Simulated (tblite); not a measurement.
Compound: CH₃O₃S (doublet state).
Structure used (GFN2-xTB), in Å, numbered top down from 1:
```xyz
8
CH3O3S angstrom
C      1.1821   -0.1328   -0.3482
S     -0.4657   -0.3131    0.1902
O     -1.3115   -0.6635   -0.9087
O     -0.4299   -1.1318    1.3599
O     -0.8639    1.1845    0.6376
H      1.4228   -0.4171   -1.3515
H      1.9368   -0.0738    0.4078
H     -1.4617    1.5570   -0.0116
```

Computed values, GFN2-xTB/tblite, gas phase, harmonic and unscaled. Against measured fundamentals such values can be off by several per cent, at times by over 20. One conformer, not necessarily the lowest. Open shells enter through the occupations alone, without spin polarisation, and single modes of such species can be off by tens of per cent.

Harmonic wavenumbers (cm⁻¹): 68.0, 200.9, 224.2, 296.8, 378.8, 424.5, 481.8, 523.0, 704.8, 768.5, 777.1, 860.7, 1109.3, 1258.4, 1276.7, 3133.6, 3214.3, 3606.1.

A = 5046, B = 4661, C = 4635 MHz; mass 94.980 u (most abundant isotopes); point group C1, symmetry number 1; spin multiplicity 2.

**Question.** What is the zero-point energy?

**Answer.** ½Σν̃ = 9654 cm⁻¹ = 27.60 kcal/mol.

**Question.** What is S at 500 K and 1 bar for an ideal gas of classical rigid rotors and harmonic oscillators?

**Answer.** Translation 42.16, rotation 27.03, vibration 23.95, spin (R ln 2) 1.38: S = 94.5 cal/(mol K).

**Question.** And Cp and H(500 K) − H(0)?

**Answer.** Cp = 30.28 cal/(mol K), of which vibrations give 22.33 (their classical limit is 18 R = 35.8); H(500 K) − H(0) = 10.29 kcal/mol without the zero-point energy, 6.31 from vibrations.

**Question.** How do the functions run with temperature in this model?

**Answer.** 
| T (K) | S (cal/(mol K)) | Cp (cal/(mol K)) | H − H(0) (kcal/mol) | G − H(0) (kcal/mol) | ln q(vib) |
| --- | --- | --- | --- | --- | --- |
| 50 | 53.3 | 9.8 | 0.43 | -2.23 | 0.16 |
| 100 | 60.9 | 12.8 | 0.99 | -5.10 | 0.59 |
| 298.15 | 80.4 | 24.0 | 4.73 | -19.25 | 3.04 |
| 373.15 | 86.1 | 26.9 | 6.64 | -25.50 | 4.05 |
| 750 | 107.6 | 34.2 | 18.39 | -62.32 | 8.68 |
| 1000 | 117.8 | 36.5 | 27.25 | -90.54 | 11.28 |

q(vib) and H(0) count from the zero-point level.

**Question.** What must be added to the electronic energy to get the Gibbs energy at 500 K and 1 bar?

**Answer.** ZPE + [H(500 K) − H(0)] − T·S = 27.60 + 10.29 − 47.26 = -9.37 kcal/mol.

**Question.** Blend soft modes into free rotors: weight 1/[1 + (100 cm⁻¹/ν̃)⁴] for the oscillator and the rest for a rotor with moment μB/(μ + B), μ = h/(8π²ν), B = 10⁻⁴⁴ kg m². What vibrational entropy results?

**Answer.** 22.69 cal/(mol K) in place of 23.95, which changes −T·S at 500 K by +0.63 kcal/mol.

Hindered rotation and anharmonicity are outside this model. Other conformers, if any are populated, would add a mixing term that is left out. The structure is chiral; the term R ln 2 for an equal mix with its mirror image is left out.
